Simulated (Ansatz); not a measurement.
Harmonic frequencies (cm⁻¹) at PBE0-D4/def2-TZVP from Ansatz: 128, 179, 229, 337, 570, 642, 698, 739, 863, 928, 952, 994, 1031, 1057, 1062, 1080, 1211, 1218, 1262, 1275, 1327, 1400, 1420, 1462, 1479, 1491, 1515, 1748, 3024, 3044, 3053, 3085, 3112, 3125, 3159, 3259.

(1) Which molecule is it?
A. `C=C(C=O)CC`
B. `CC(=O)C1CC1`
C. `CC1=CCCO1`
D. `C#CCOCC`

Answers

(1) C.
